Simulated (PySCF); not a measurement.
Dipole moment and polarisability of `CCCC(C)=O`

C₅H₁₀O.
Geometry (GFN2-xTB, Å), atoms numbered from 1 in this order:
```
atom  x, y, z in Å
C1    -2.3896    0.2860    0.5493
C2    -1.2356   -0.4726   -0.0920
C3     0.1008    0.2322    0.1251
C4     1.2549   -0.5131   -0.5118
C5     2.6026    0.1437   -0.3254
O6     1.1160   -1.5444   -1.1169
H7    -2.4757    1.2847    0.1254
H8    -3.3269   -0.2388    0.3815
H9    -2.2378    0.3812    1.6228
H10   -1.4092   -0.5753   -1.1647
H11   -1.1749   -1.4792    0.3254
H12    0.3061    0.3362    1.1938
H13    0.0703    1.2411   -0.2947
H14    2.8274    0.2325    0.7352
H15    3.3740   -0.4484   -0.8105
H16    2.5900    1.1432   -0.7540
```

Level: B3LYP/def2-SVPD (PySCF), static field, nuclei fixed, core orbitals frozen in the response. The polarisability tensor in these axes (au):

```
x   75.53  0.34 -3.33
y    0.34 62.43  5.58
z   -3.33  5.58 57.08
```

Task: Diagonalise the tensor; give its mean and Δα, where Δα² is half the sum of the squared differences of the eigenvalues.

Result: Principal values 53.16, 65.74 and 76.15 au; mean 65.02 au = 9.63 Å³ = 10.72 × 10⁻⁴⁰ C²·m²/J; Δα = 19.94 au (31 % of the mean).

Task: What is the dipole moment, and where does it point?

Result: (0.20, 2.43, 1.45) D, 2.84 D in size, pointing from the negative to the positive side. Measured along this direction, the outermost atoms are O6 at the negative end and H9, H7, H12 and H13 at the positive end.

Task: Molar refractivity from α?

Result: Lorentz–Lorenz: R = (4π/3)N_A α = 2.5225 cm³/(mol·Å³) × 9.63 Å³ = 24.3 cm³/mol, in the limit of long wavelengths.

Task: In TDDFT the mean static polarisability is Σ f/ω² over all singlet excitations (ω in hartree). How much of it do the 8 lowest give? Their energies (eV) and oscillator strengths: 4.48, 0.0001; 6.34, 0.0207; 7.10, 0.0003; 7.51, 0.0049; 7.59, 0.0006; 7.70, 0.0135; 7.82, 0.0004; 7.87, 0.0585.

Result: They add up to 1.33 au, 2.1 % of the 65.02 au; the largest single term is 0.70 au, from the state at 7.87 eV. Terms in order: 0.00, 0.38, 0.00, 0.06, 0.01, 0.17, 0.01, 0.70 au. Higher excitations give the rest. The strengths listed sum to 0.099.

Task: Find the Langevin capture rate constant for H3+ (3.023 u) meeting this molecule (86.073 u), k = 2.342 × 10⁻⁹ cm³/s × √(α in Å³ / reduced mass in u).

Result: The reduced mass is 2.92 u, so k = 4.25 × 10⁻⁹ cm³/s. The formula leaves out the permanent dipole, which adds to the capture rate.

One conformer (not necessarily the lowest) at the GFN2-xTB geometry, without solvent, vibrations or thermal averaging.
